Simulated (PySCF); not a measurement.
The dipole of ethyl methyl sulfone (`CCS(C)(=O)=O`) from its density and from atomic charges.

Coordinates (GFN2-xTB, Å) and charges (e) from the PBE0/pcSseg-1 density (PySCF):

```csv
atom,x,y,z,Mulliken,IAO,Hirshfeld,ESP-fitted
C1,1.479,0.711,0.447,-0.3062,-0.4314,-0.1186,-0.1531
C2,0.977,-0.665,0.077,-0.3677,-0.4556,-0.0707,-0.1634
S3,-0.557,-0.517,-0.895,+0.9024,+1.9922,+0.5224,+1.0824
C4,-1.773,0.201,0.250,-0.3791,-0.6373,-0.1211,-0.6150
O5,-0.340,0.422,-1.962,-0.5377,-0.9015,-0.3217,-0.5414
O6,-0.999,-1.839,-1.245,-0.5373,-0.9023,-0.3342,-0.5784
H7,2.503,0.667,0.813,+0.1368,+0.1576,+0.0534,+0.0767
H8,0.861,1.161,1.220,+0.1216,+0.1405,+0.0425,+0.0490
H9,1.453,1.344,-0.438,+0.1523,+0.1664,+0.0430,+0.0595
H10,0.747,-1.291,0.933,+0.1569,+0.1621,+0.0540,+0.0786
H11,1.670,-1.187,-0.578,+0.1760,+0.1774,+0.0639,+0.1074
H12,-2.732,0.177,-0.252,+0.1759,+0.1893,+0.0699,+0.2241
H13,-1.485,1.222,0.462,+0.1567,+0.1724,+0.0582,+0.1839
H14,-1.803,-0.406,1.145,+0.1494,+0.1701,+0.0591,+0.1897
```

Question: Form Σ q r in debye for every column and set it beside the full dipole.

Answer: The full density gives (0.92, 1.40, 4.42) D, 4.73 D in size; dipole vectors point from the negative to the positive end.

```
    scheme    μx    μy    μz  size (D)  share of the full size (%)  angle to the full dipole (°)
  Mulliken  0.83  2.08  5.25      5.71                         121                             5
       IAO  1.15  1.75  5.88      6.24                         132                             1
 Hirshfeld  0.57  0.98  3.16      3.36                          71                             2
ESP-fitted  0.93  1.43  4.47      4.79                         101                             0
```

Question: Which set comes closest?

Answer: Length of the difference vector: ESP-fitted 0.06 D, Mulliken 1.07 D, Hirshfeld 1.38 D, IAO 1.51 D. Closest: ESP-fitted. 

Question: What is left for the Hirshfeld atoms' own dipoles?

Answer: The shares of the density sum to the whole, so what Σ q r misses lies in dipoles about the nuclei. The atomic dipoles sum to (0.92, 1.40, 4.42) − (0.57, 0.98, 3.16) = (0.35, 0.42, 1.26) D, 1.38 D in size.

Question: With the origin at the mean of the coordinates, (0.000, 0.000, -0.002) Å, which are the largest single terms, by size, of the Hirshfeld dipole along the direction of the full one?

Answer: O6 +3.05, S3 -2.75, O5 +2.74, C1 -0.52, H7 +0.37 D; all 14 atoms together +3.35 D. The single terms depend on the origin, their sum doesn't.

Question: Give the size of the full dipole in other units.

Answer: 4.73 D = 1.860 au = 0.984 e·Å = 15.77 × 10⁻³⁰ C·m.

Geometry: GFN2-xTB, one conformer, isolated molecule.

Conformer computed: `[CH3:1][CH2:2][S:3]([CH3:4])(=[O:5])=[O:6]`: C1–C2–S3–C4 -65°.
